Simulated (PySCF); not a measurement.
Can point charges reproduce the dipole moment of `CC(=O)C1CC1` (methyl cyclopropyl ketone)?

Coordinates (PBE0-D3(BJ)/def2-TZVP, Å) and charges (e) from the PBE0/pcSseg-2 density (PySCF):

```json
{"atom": "C1", "x": "2.019", "y": "-0.446", "z": "-0.771", "Mulliken": "-0.0442", "IAO": "-0.4869", "Hirshfeld": "-0.1292", "ESP-fitted": "-0.6047"}
{"atom": "C2", "x": "0.762", "y": "-0.537", "z": "0.050", "Mulliken": "+0.2907", "IAO": "+0.4020", "Hirshfeld": "+0.1629", "ESP-fitted": "+0.6757"}
{"atom": "O3", "x": "0.682", "y": "-1.249", "z": "1.025", "Mulliken": "-0.4163", "IAO": "-0.4496", "Hirshfeld": "-0.2438", "ESP-fitted": "-0.5011"}
{"atom": "C4", "x": "-0.376", "y": "0.303", "z": "-0.398", "Mulliken": "-0.1565", "IAO": "-0.2084", "Hirshfeld": "-0.0627", "ESP-fitted": "-0.2668"}
{"atom": "C5", "x": "-1.218", "y": "0.943", "z": "0.684", "Mulliken": "-0.0922", "IAO": "-0.2797", "Hirshfeld": "-0.0840", "ESP-fitted": "-0.2763"}
{"atom": "C6", "x": "-1.768", "y": "-0.190", "z": "-0.091", "Mulliken": "-0.0911", "IAO": "-0.2816", "Hirshfeld": "-0.0855", "ESP-fitted": "-0.2957"}
{"atom": "H7", "x": "1.813", "y": "-0.756", "z": "-1.799", "Mulliken": "+0.0414", "IAO": "+0.1650", "Hirshfeld": "+0.0579", "ESP-fitted": "+0.1569"}
{"atom": "H8", "x": "2.795", "y": "-1.077", "z": "-0.343", "Mulliken": "+0.0661", "IAO": "+0.1701", "Hirshfeld": "+0.0550", "ESP-fitted": "+0.1757"}
{"atom": "H9", "x": "2.361", "y": "0.592", "z": "-0.815", "Mulliken": "+0.0410", "IAO": "+0.1643", "Hirshfeld": "+0.0574", "ESP-fitted": "+0.1566"}
{"atom": "H10", "x": "-0.232", "y": "0.867", "z": "-1.311", "Mulliken": "+0.0528", "IAO": "+0.1501", "Hirshfeld": "+0.0515", "ESP-fitted": "+0.1500"}
{"atom": "H11", "x": "-0.900", "y": "0.742", "z": "1.699", "Mulliken": "+0.0825", "IAO": "+0.1685", "Hirshfeld": "+0.0546", "ESP-fitted": "+0.1557"}
{"atom": "H12", "x": "-1.589", "y": "1.941", "z": "0.491", "Mulliken": "+0.0715", "IAO": "+0.1579", "Hirshfeld": "+0.0559", "ESP-fitted": "+0.1539"}
{"atom": "H13", "x": "-1.818", "y": "-1.152", "z": "0.403", "Mulliken": "+0.0840", "IAO": "+0.1704", "Hirshfeld": "+0.0541", "ESP-fitted": "+0.1571"}
{"atom": "H14", "x": "-2.532", "y": "0.006", "z": "-0.832", "Mulliken": "+0.0703", "IAO": "+0.1579", "Hirshfeld": "+0.0559", "ESP-fitted": "+0.1630"}
```

Task: What dipole does each set of charges give (1 e·Å = 4.803 D), and what does the density give?

Result: The full density gives (-0.26, 1.90, -2.27) D, 2.97 D in size; dipole vectors point from the negative to the positive end.

```tsv
scheme	μx	μy	μz	size (D)	share of the full size (%)	angle to the full dipole (°)
Mulliken	0.03	1.62	-2.02	2.59	87	6
IAO	-0.24	2.14	-2.56	3.34	112	1
Hirshfeld	-0.10	1.23	-1.48	1.93	65	2
ESP-fitted	-0.29	1.90	-2.25	2.96	100	1
```

Task: Which set comes closest?

Result: Length of the difference vector: ESP-fitted 0.03 D, IAO 0.37 D, Mulliken 0.48 D, Hirshfeld 1.05 D. Closest: ESP-fitted. 

Task: What is left for the Hirshfeld atoms' own dipoles?

Result: The Hirshfeld atoms' densities add up to the full density, so μ = Σ q r + Σ (atomic dipoles). The atomic dipoles sum to (-0.26, 1.90, -2.27) − (-0.10, 1.23, -1.48) = (-0.16, 0.67, -0.79) D, 1.05 D in size.

Task: With the origin at the mean of the coordinates, (0.000, -0.001, -0.143) Å, which are the largest single terms, by size, of the Hirshfeld dipole along the direction of the full one?

Result: O3 +2.05, C2 -0.44, H10 +0.36, H13 -0.26, H12 +0.24 D; all 14 atoms together +1.93 D. The single terms depend on the origin, their sum doesn't.

Task: Give the size of the full dipole in other units.

Result: 2.97 D = 1.170 au = 0.619 e·Å = 9.92 × 10⁻³⁰ C·m.

The structure is a single PBE0-D3(BJ)/def2-TZVP conformer in the gas phase; no vibrational or solvent corrections.

These values come from a run that also computed NMR shieldings. The run took 15 s wall, 40 s CPU on an AMD EPYC 9R45 with 2 threads (shared host), and the process peaked at 2.1 GiB of memory.

The values belong to the conformer `[CH3:1][C:2](=[O:3])[CH:4]1[CH2:5][CH2:6]1`: C1–C2–C4–C5 -142°.
